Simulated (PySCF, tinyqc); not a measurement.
Worked calculation: G0W0 on RHF in the sto-3g basis, for HF, spin multiplicity 1. The lowest restricted solution is unstable here: a spin-polarised one lies 0.0322 hartree lower (PySCF). Computed by tinyqc, a small Python program that keeps every step (integrals from PySCF). Settings: charge = 0, multiplicity = 1, basis = sto-3g, method = RHF, energy threshold = 1e-10, iteration cap = 50, orthogonalisation = canonical, start = atomic densities, DIIS depth = 6. Command: `OMP_NUM_THREADS=1 python tinyqc.py 24146 24147 out.jsonl` (the two numbers bound the seeds that draw the settings). One thread of a shared host (Intel(R) Xeon(R) Processor @ 2.60GHz), about 0.09 s of CPU time with the checks. The early iterations of the SCF are left out here.

## One-electron integrals

Geometry (angstrom):
```
atom         x         y         z
F     0.000000  0.000000  0.000000
H     0.000000  0.000000  1.408000
```

Basis sto-3g: exponents (1/bohr^2) and contraction coefficients of normalised primitives:
```
element  l (shell)    exponent  coefficient
F            s (1)  166.679130     0.154329
F            s (1)   30.360812     0.535328
F            s (1)    8.216821     0.444635
F            s (2)    6.464803    -0.099967
F            s (2)    1.502281     0.399513
F            s (2)    0.488588     0.700115
F            p (3)    6.464803     0.155916
F            p (3)    1.502281     0.607684
F            p (3)    0.488588     0.391957
H            s (1)    3.425251     0.154329
H            s (1)    0.623914     0.535328
H            s (1)    0.168855     0.444635
```

Overlap, kinetic and nuclear-attraction integrals over the contracted functions; the nuclear repulsion is the sum of Za Zb / Rab.

nuclear repulsion = 3.38252479 hartree

overlap S:
```
           1F 1s     1F 2s    1F 2px    1F 2py    1F 2pz     2H 1s
1F 1s   1.000000  0.237990  0.000000  0.000000  0.000000  0.015644
1F 2s   0.237990  1.000000  0.000000  0.000000  0.000000  0.194421
1F 2px  0.000000  0.000000  1.000000  0.000000  0.000000  0.000000
1F 2py  0.000000  0.000000  0.000000  1.000000  0.000000  0.000000
1F 2pz  0.000000  0.000000  0.000000  0.000000  1.000000  0.177900
2H 1s   0.015644  0.194421  0.000000  0.000000  0.177900  1.000000
```

kinetic energy T (hartree):
```
            1F 1s      1F 2s    1F 2px    1F 2py    1F 2pz      2H 1s
1F 1s   36.984577  -0.212858  0.000000  0.000000  0.000000  -0.004989
1F 2s   -0.212858   1.037995  0.000000  0.000000  0.000000  -0.008029
1F 2px   0.000000   0.000000  3.248015  0.000000  0.000000   0.000000
1F 2py   0.000000   0.000000  0.000000  3.248015  0.000000   0.000000
1F 2pz   0.000000   0.000000  0.000000  0.000000  3.248015   0.035555
2H 1s   -0.004989  -0.008029  0.000000  0.000000  0.035555   0.760032
```

nuclear attraction V (hartree):
```
             1F 1s       1F 2s      1F 2px      1F 2py      1F 2pz      2H 1s
1F 1s   -77.385416   -9.266254    0.000000    0.000000   -0.006387  -0.623649
1F 2s    -9.266254  -11.916995    0.000000    0.000000   -0.079825  -1.588028
1F 2px    0.000000    0.000000  -11.812363    0.000000    0.000000   0.000000
1F 2py    0.000000    0.000000    0.000000  -11.812363    0.000000   0.000000
1F 2pz   -0.006387   -0.079825    0.000000    0.000000  -11.848991  -1.221842
2H 1s    -0.623649   -1.588028    0.000000    0.000000   -1.221842  -4.588914
```

core Hamiltonian H = T + V (hartree):
```
             1F 1s       1F 2s     1F 2px     1F 2py     1F 2pz      2H 1s
1F 1s   -40.400839   -9.479111   0.000000   0.000000  -0.006387  -0.628638
1F 2s    -9.479111  -10.879000   0.000000   0.000000  -0.079825  -1.596057
1F 2px    0.000000    0.000000  -8.564348   0.000000   0.000000   0.000000
1F 2py    0.000000    0.000000   0.000000  -8.564348   0.000000   0.000000
1F 2pz   -0.006387   -0.079825   0.000000   0.000000  -8.600977  -1.186287
2H 1s    -0.628638   -1.596057   0.000000   0.000000  -1.186287  -3.828883
```

## Two-electron integrals

Functions are numbered as in S; the eight-fold symmetry (ij|kl) = (ji|kl) = (kl|ij) leaves the list below.

Two-electron integrals (ij|kl) in chemists' order, unique and non-zero (hartree):
```
(11|11) 5.403501   (21|11) 0.841920   (21|21) 0.156299   (22|11) 1.268028
(22|21) 0.292344   (22|22) 0.926167   (31|31) 0.027998   (32|31) 0.043169
(32|32) 0.204588   (33|11) 1.264502   (33|21) 0.292403   (33|22) 0.925959
(33|33) 0.997514   (41|41) 0.027998   (42|41) 0.043169   (42|42) 0.204588
(43|43) 0.053770   (44|11) 1.264502   (44|21) 0.292403   (44|22) 0.925959
(44|33) 0.889973   (44|44) 0.997514   (51|51) 0.027998   (52|51) 0.043169
(52|52) 0.204588   (53|53) 0.053770   (54|54) 0.053770   (55|11) 1.264502
(55|21) 0.292403   (55|22) 0.925959   (55|33) 0.889973   (55|44) 0.889973
(55|55) 0.997514   (61|11) 0.055990   (61|21) 0.010315   (61|22) 0.019201
(61|33) 0.019176   (61|44) 0.019176   (61|51) 0.000389   (61|52) 0.000739
(61|55) 0.019255   (61|61) 0.000687   (62|11) 0.162773   (62|21) 0.038122
(62|22) 0.137495   (62|33) 0.135458   (62|44) 0.135458   (62|51) 0.002532
(62|52) 0.021154   (62|55) 0.141432   (62|61) 0.002553   (62|62) 0.026707
(63|31) 0.003731   (63|32) 0.023131   (63|53) 0.004282   (63|63) 0.003730
(64|41) 0.003731   (64|42) 0.023131   (64|54) 0.004282   (64|64) 0.003730
(65|11) 0.119872   (65|21) 0.028409   (65|22) 0.109910   (65|33) 0.105513
(65|44) 0.105513   (65|51) 0.005330   (65|52) 0.038650   (65|55) 0.118580
(65|61) 0.001966   (65|62) 0.026352   (65|65) 0.029614   (66|11) 0.373520
(66|21) 0.088852   (66|22) 0.370514   (66|33) 0.360641   (66|44) 0.360641
(66|51) 0.006101   (66|52) 0.073318   (66|55) 0.390040   (66|61) 0.005959
(66|62) 0.099550   (66|65) 0.115610   (66|66) 0.774606
```

## Orthogonalisation

S = U s U^T; canonical form X = U s^(-1/2), so that X^T S X = 1. Each column of U has its largest component positive (the first on a tie).

eigenvalues of S: 0.676356  0.864223  1.000000  1.000000  1.120281  1.339139

X:
```
                1          2         3          4          5         6
1F 1s   -0.552779   0.592291  0.000000   0.000000  -0.487118  0.409287
1F 2s    0.794148  -0.304218  0.000000   0.000000  -0.274236  0.552789
1F 2px   0.000000   0.000000  0.224116   0.974562   0.000000  0.000000
1F 2py   0.000000   0.000000  0.974562  -0.224116   0.000000  0.000000
1F 2pz   0.354723   0.671585  0.000000   0.000000   0.630983  0.243006
2H 1s   -0.645328  -0.512566  0.000000   0.000000   0.426619  0.463254
```

Within a degenerate level the vectors are fixed only up to a rotation; this is one choice.

## Iteration 7 (converged): orbitals

converged F (hartree):
```
             1F 1s      1F 2s     1F 2px     1F 2py     1F 2pz      2H 1s
1F 1s   -25.923978  -6.626404   0.000000   0.000000  -0.011913  -0.445462
1F 2s    -6.626404  -3.012293   0.000000   0.000000  -0.007867  -0.470696
1F 2px    0.000000   0.000000  -0.465286   0.000000   0.000000   0.000000
1F 2py    0.000000   0.000000   0.000000  -0.465286   0.000000   0.000000
1F 2pz   -0.011913  -0.007867   0.000000   0.000000  -0.179232  -0.361329
2H 1s    -0.445462  -0.470696   0.000000   0.000000  -0.361329  -0.213697
```

Diagonalise F' = X^T F X, C = X C', fill 5 alpha and 5 beta electrons from the bottom; D = 2 C_occ C_occ^T. Each column has its largest component positive (the first on a tie).

F' = X^T F X (hartree):
```
           1          2          3          4          5          6
1  -3.784628   5.234974   0.000000   0.000000  -4.929158   4.682821
2   5.234974  -6.755988   0.000000   0.000000   7.080179  -7.004661
3   0.000000   0.000000  -0.465286   0.000000   0.000000   0.000000
4   0.000000   0.000000   0.000000  -0.465286   0.000000   0.000000
5  -4.929158   7.080179   0.000000   0.000000  -8.147726   7.908069
6   4.682821  -7.004661   0.000000   0.000000   7.908069  -8.813881
```

orbital energies (hartree): MO1 -25.933116, MO2 -1.404355, MO3 -0.465286, MO4 -0.465286, MO5 -0.435023, MO6 0.270269

coefficients C:
```
              MO1        MO2       MO3        MO4        MO5        MO6
1F 1s    0.995048  -0.260743  0.000000   0.000000   0.037937   0.040340
1F 2s    0.020170   1.010930  0.000000   0.000000  -0.191351  -0.212129
1F 2px   0.000000   0.000000  0.284426   0.958698   0.000000   0.000000
1F 2py   0.000000   0.000000  0.958698  -0.284426   0.000000   0.000000
1F 2pz   0.000827   0.010882  0.000000   0.000000   0.686719  -0.749897
2H 1s   -0.002183   0.076102  0.000000   0.000000   0.622353   0.826233
```

D after iteration 7:
```
            1F 1s      1F 2s    1F 2px    1F 2py     1F 2pz      2H 1s
1F 1s    2.119093  -0.501563  0.000000  0.000000   0.048075   0.003190
1F 2s   -0.501563   2.118003  0.000000  0.000000  -0.240775  -0.084398
1F 2px   0.000000   0.000000  2.000000  0.000000   0.000000   0.000000
1F 2py   0.000000   0.000000  0.000000  2.000000   0.000000   0.000000
1F 2pz   0.048075  -0.240775  0.000000  0.000000   0.943403   0.856416
2H 1s    0.003190  -0.084398  0.000000  0.000000   0.856416   0.786240
```

Within a degenerate level the vectors are fixed only up to a rotation; this is one choice.

## Convergence

Stop when the energy changes by less than 1e-10 hartree and every element of the error matrix X^T (F D S - S D F) X is below 3e-06.

Course of the cycle:
```
iteration   E (hartree)     change  largest element of the error matrix
1          -99.02016899          -                             4.38e-01
2          -98.35275936   6.67e-01                             2.09e-01
3          -98.44823491  -9.55e-02                             1.97e-02
4          -98.44894861  -7.14e-04                             2.06e-03
5          -98.44895119  -2.58e-06                             7.34e-05
6          -98.44895120  -7.21e-09                             3.14e-06
7          -98.44895120  -2.02e-11                             1.08e-08
```

PySCF RHF in the same basis = -98.44895120 hartree

Converged in 7 iterations.

## Integrals over molecular orbitals

(pq|rs) = sum C_ip C_jq C_kr C_ls (ij|kl), one index at a time.

one-electron integrals over orbitals h = C^T H C (hartree):
```
            1          2          3          4          5          6
1  -40.383779   0.728288   0.000000   0.000000  -0.099431  -0.110674
2    0.728288  -9.115098   0.000000   0.000000   0.417132   0.619109
3    0.000000   0.000000  -8.564348   0.000000   0.000000   0.000000
4    0.000000   0.000000   0.000000  -8.564348   0.000000   0.000000
5   -0.099431   0.417132   0.000000   0.000000  -6.500837   2.414712
6   -0.110674   0.619109   0.000000   0.000000   2.414712  -5.881019
```

Two-electron integrals over orbitals (pq|rs), unique and non-zero (hartree):
```
(11|11) 5.364956    (21|11) -0.526473   (21|21) 0.081406    (22|11) 1.243959
(22|21) -0.023440   (22|22) 0.881387    (31|31) 0.029519    (32|31) 0.040374
(32|32) 0.191676    (33|11) 1.264030    (33|21) -0.015274   (33|22) 0.900580
(33|33) 0.997514    (41|41) 0.029519    (42|41) 0.040374    (42|42) 0.191676
(43|43) 0.053770    (44|11) 1.264030    (44|21) -0.015274   (44|22) 0.900580
(44|33) 0.889973    (44|44) 0.997514    (51|11) 0.075891    (51|21) -0.011521
(51|22) 0.004470    (51|33) 0.002251    (51|44) 0.002251    (51|51) 0.016003
(52|11) -0.098957   (52|21) 0.003734    (52|22) -0.044480   (52|33) -0.055670
(52|44) -0.055670   (52|51) 0.020434    (52|52) 0.123750    (53|31) -0.005288
(53|32) -0.021591   (53|53) 0.032034    (54|41) -0.005288   (54|42) -0.021591
(54|54) 0.032034    (55|11) 0.849057    (55|21) -0.008048   (55|22) 0.663812
(55|33) 0.649690    (55|44) 0.649690    (55|51) -0.001247   (55|52) -0.006760
(55|55) 0.645134    (61|11) 0.081578    (61|21) -0.012938   (61|22) 0.002771
(61|33) 0.002440    (61|44) 0.002440    (61|51) -0.013314   (61|52) -0.022342
(61|55) 0.003763    (61|61) 0.018023    (62|11) -0.118931   (62|21) 0.003329
(62|22) -0.066279   (62|33) -0.066547   (62|44) -0.066547   (62|51) -0.019904
(62|52) -0.085092   (62|55) -0.019212   (62|61) 0.019596    (62|62) 0.091311
(63|31) -0.005395   (63|32) -0.022275   (63|53) -0.024174   (63|63) 0.028130
(64|41) -0.005395   (64|42) -0.022275   (64|54) -0.024174   (64|64) 0.028130
(65|11) -0.444409   (65|21) 0.007325    (65|22) -0.263010   (65|33) -0.265545
(65|44) -0.265545   (65|51) 0.001191    (65|52) 0.067846    (65|55) -0.084451
(65|61) -0.003908   (65|62) 0.027388    (65|65) 0.252900    (66|11) 0.815391
(66|21) -0.008662   (66|22) 0.621550    (66|33) 0.608434    (66|44) 0.608434
(66|51) 0.008036    (66|52) 0.036226    (66|55) 0.631083    (66|61) -0.005964
(66|62) -0.045966   (66|65) -0.030317   (66|66) 0.652251
```

## Screening: direct RPA

With D = e_a - e_i and K = (ia|jb): diagonalise D^(1/2) (D + 4K) D^(1/2) = Z w^2 Z^T; X + Y = D^(1/2) Z w^(-1/2), each column of Z with its largest component positive (the first on a tie); E_c = (sum w - tr (D + 2K)) / 2.

D^(1/2) (D + 4K) D^(1/2) (hartree^2):
```
            1>6       2>6       3>6       4>6        5>6
1>6  688.506394  0.519242  0.000000  0.000000  -0.067200
2>6    0.519242  3.416011  0.000000  0.000000   0.119061
3>6    0.000000  0.000000  0.623808  0.000000   0.000000
4>6    0.000000  0.000000  0.000000  0.623808   0.000000
5>6   -0.067200  0.119061  0.000000  0.000000   1.210910
```

excitation energies w (hartree): 0.789815  0.789815  1.097491  1.849874  26.239413

X + Y:
```
            1          2          3          4          5
1>6  0.000000   0.000000   0.000676  -0.002829   0.999313
2>6  0.000000   0.000000  -0.066446   0.950076   0.000191
3>6  0.095853   0.960267   0.000000   0.000000   0.000000
4>6  0.960267  -0.095853   0.000000   0.000000   0.000000
5>6  0.000000   0.000000   0.800488   0.033214  -0.000016
```

RPA correlation energy = -0.06249620 hartree

Within a degenerate level the vectors are fixed only up to a rotation; this is one choice.

## G0W0 on Hartree-Fock: HOMO

W(p,q,m) = sqrt2 sum_ia (pq|ia) (X+Y)_ia,m; Sigma_c(x) = sum_(i,m) W^2/(x - e_i + w_m) + sum_(a,m) W^2/(x - e_a - w_m); solve x = e_p + Sigma_c(x) by Newton steps; Z = 1/(1 - dSigma/dx); 1 hartree = 27.211386 eV.

The 12 largest terms at x = e_p (hartree; W for the signs of X + Y given):
```
q  m          W       term
6  3   0.283721  -0.044652
5  3  -0.093795   0.008016
2  4  -0.111054   0.004375
2  3   0.084780   0.003478
4  1  -0.032829   0.001314
3  2  -0.032829   0.001314
6  4   0.048694  -0.000928
5  4  -0.029795   0.000480
2  5  -0.031599   0.000037
1  4  -0.026635   0.000026
3  1  -0.003277   0.000013
4  2   0.003277   0.000013
```

Newton steps (hartree):
```
step          x  Sigma_c(x)         Z
0     -0.435023   -0.026507  0.962308
1     -0.460531   -0.025509  0.962356
2     -0.460532   -0.025509  0.962356
```

quasiparticle energy of the HOMO = -12.531702 eV

Hartree-Fock value = -11.837570 eV

## G0W0 on Hartree-Fock: LUMO

As before.

The 12 largest terms at x = e_p (hartree; W for the signs of X + Y given):
```
q  m          W       term
5  3   0.283721   0.044652
2  4   0.123894   0.004355
6  4  -0.063160  -0.002156
3  2   0.038202   0.000957
4  1   0.038202   0.000957
5  4   0.048694   0.000928
6  3  -0.030007  -0.000820
2  3   0.022444   0.000182
2  5   0.027718   0.000028
1  4   0.026074   0.000024
1  5   0.025476   0.000012
3  1   0.003813   0.000010
```

Newton steps (hartree):
```
step         x  Sigma_c(x)         Z
0     0.270269    0.049136  0.971237
1     0.317992    0.047753  0.972420
2     0.318022    0.047753  0.972421
```

quasiparticle energy of the LUMO = 8.653809 eV

Hartree-Fock value = 7.354395 eV
